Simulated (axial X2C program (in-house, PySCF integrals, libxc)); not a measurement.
## Correcting the dissociation energy of LiS⁺ for spin–orbit coupling

A spin-free PBE0 curve (one-electron X2C) was computed with an in-house relativistic program for diatomic molecules, basis S dyall-v3z [8s7p2d1f], Li dyall-v3z [7s8p2d] (cores contracted in-house), for the state M_S = 1, Λ = 0 (beyond evenly filled blocks: π+α, π-α). It gives D0 = 0.834 eV to S + Li+, which in a spin-free picture are the weighted means of the ground terms.

Measured levels of the ground terms (NIST Handbook of Basic Atomic Spectroscopic Data), in cm⁻¹: S 3P: J = 2 at 0, J = 1 at 396.1, J = 0 at 573.6; Li+ 1S: J = 0 at 0.

The molecular state has Λ = 0, so it has no first-order lowering.

Task: How far does each ground level lie under the (2J+1)-weighted mean of its term?

Result: S: (5 × 0 + 3 × 396.1 + 1 × 573.6)/9 = 196 cm⁻¹; Li+: a single level, 0.

Task: Correct D0.

Result: D0 = 0.834 + (0 − 196)/8065.5 = 0.810 eV at PBE0 with these spin–orbit terms.

Second-order spin–orbit effects in the molecule, which grow quickly with Z, are left out. The state is a single determinant with fixed occupations, the lowest that a limited PBE0 search found. De is counted from the lowest determinant-based energies of the atoms at the same level, without counterpoise correction.
